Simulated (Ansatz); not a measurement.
```xyz
9

F    -1.676   -1.076   -0.760
C    -0.400   -0.632   -0.623
N    -0.303    0.767   -0.323
C     0.418    0.366    0.883
O     0.149   -1.012    0.607
H     0.148   -1.014   -1.494
H     0.210    1.323   -0.993
H     1.492    0.580    0.882
H    -0.037    0.697    1.822
```

Total charge 0; spin multiplicity 1.

Question: List the ωB97M-V/def2-TZVPP orbital energies in eV (Ansatz). (Estimate.)

Answer: Ansatz gave: Occupied: -677.45, -526.76, -395.06, -285.85, -284.05, -36.84, -33.53, -27.72, -22.90, -19.70, -18.84, -17.66, -17.28, -15.67, -14.94, -14.12, -12.84, -12.73, -11.25, -10.09. Lowest empty: 2.31, 3.25, 3.67, 4.37, 4.82, 5.51, 5.64, 5.98.
